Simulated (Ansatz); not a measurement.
Results of r²SCAN (Ansatz, a program for electronic structure, PAW) for fcc Cu.

A relaxed, unreconstructed slab of the (211) face has 24 atoms, two equal faces of 15.670 Å² each and an energy of -159146.1958 eV. A bulk cell of 6 atoms with the same orientation and in-plane k mesh has -39787.4281 eV. Energies are extrapolated to zero smearing.

Run with plane-wave cutoff 500 eV, 10×22×1 k mesh (along the axes of the cell as run), Fermi–Dirac smearing 0.1 eV, scalar-relativistic PAW data made under PBE.

Worked out: γ = (E_slab − N E_bulk per atom)/2A = [-159146.1958 − 24 × (-39787.4281/6)]/(2 × 15.670) = 0.1122 eV/Å². With 16.022 J/m² per eV/Å² this is 1.80 J/m², or 1.76 eV per surface cell and face.
